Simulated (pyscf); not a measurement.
H₂C=CH–C≡N (SMILES C=CC#N) + H₂ (SMILES [H][H]) → H₂C=CH–CH=NH (SMILES C=CC=N), an addition across a multiple bond or ene-type step (singlet surface; H–H broken, C–H, H–N formed). Structures and frequencies: ωB97X-D3(BJ)/def2-SVP in PySCF. Energies in kcal/mol from the separated reactants.

Small-basis levels: PySCF, no dispersion term, spherical d functions. 

In single points HF/STO-3G puts the saddle at 153.3 kcal/mol and the reaction energy at -17.5 kcal/mol. Should these be trusted to within a few kcal/mol? Compare with ωB97M-D3(BJ)/def2-TZVP.

ωB97M-D3(BJ)/def2-TZVP gives ΔE‡ = 81.7 kcal/mol and ΔE = -18.6 kcal/mol. HF/STO-3G lies 71.6 kcal/mol over it in the barrier and 1.1 kcal/mol over it in the reaction energy, so on this step it does not hold to within 3.0 kcal/mol. ωB97M-D3(BJ)/def2-TZVP has limits of its own. The same reactants have a lower exit, to H₃C–CH=C=NH (barrier +55.9 kcal/mol at ωB97M-D3(BJ)/def2-TZVP, against +81.7 kcal/mol here). H₂C=CH–CH=NH lies 21.4 kcal/mol over its isomer H₃C–CH₂–C≡N (electronic energy, ωB97M-D3(BJ)/def2-TZVP). This is the saddle that the search found; another between the same sides may lie lower.
